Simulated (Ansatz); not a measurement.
Basis-set extrapolation for H4MgN2 (`[NH2][Mg][NH2]`) (PBE0-D4/def2-TZVP geometry, frozen core, the Gaussian-basis code of Ansatz). Multiplicity 1, RHF reference. For Mg the program correlates outer-core shells too, which these sets cover unevenly, so the extrapolated numbers aren't a true limit.

|  | def2-TZVPP | def2-QZVPP |
| --- | --- | --- |
| HF | -310.919730 | -310.934929 |
| MP2 correlation | -0.646607 | -0.719705 |
| CCSD(T) correlation | -0.686509 | -0.759664 |

Energies in hartree. Use E(X) = E(∞) + A·exp(−7.88·√X) for Hartree–Fock and E(X) = E(∞) + B·X^(−2.97) for correlation, with X = 3 and 4.

What is the CCSD(T) energy at the basis-set limit?

HF limit: -310.934929 + (-0.015199) × 0.13774 = -310.93702. Correlation limit: -0.759664 + (-0.073155) × 0.74074 = -0.81385. Total: -311.75087 hartree, 3.94 eV below CCSD(T)/def2-TZVPP.
